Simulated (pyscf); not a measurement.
Routes from silane (SiH₄) + water (H₂O)

Candidate steps break at most two bonds and form at most two. Each was searched with GFN2-xTB (tblite) first. PySCF, gas phase, ωB97X-D3(BJ)/def2-SVP geometries. Energies: ωB97M-D3(BJ)/def2-TZVP, kcal/mol, from the separated reactants, singlet surface; ΔG‡ with ideal gas, 1 atm, RRHO with modes under 100 cm⁻¹ raised to 100, one conformer, R ln 2 for chiral ones without a mode under 150 cm⁻¹.

```json
[
 {"products": "HO–SiH₃ + H₂", "type": "four-centre exchange", "ΔE‡": "36.9", "ΔE": "-15.4", "ΔG‡ 298 K": "43.7", "ΔG‡ 900 K": "61.0", "ν‡ (cm⁻¹)": "1315i"},
 {"products": "SiH₄ + H₂O", "type": "four-centre exchange", "ΔE‡": "66.9", "ΔE": "0.0", "ΔG‡ 298 K": "73.1", "ΔG‡ 900 K": "87.7", "ν‡ (cm⁻¹)": "1292i"}
]
```

Plain bond fissions and candidates not yet searched are not listed, and one of them may be faster. Each barrier is that of the saddle found; lower ones may exist.
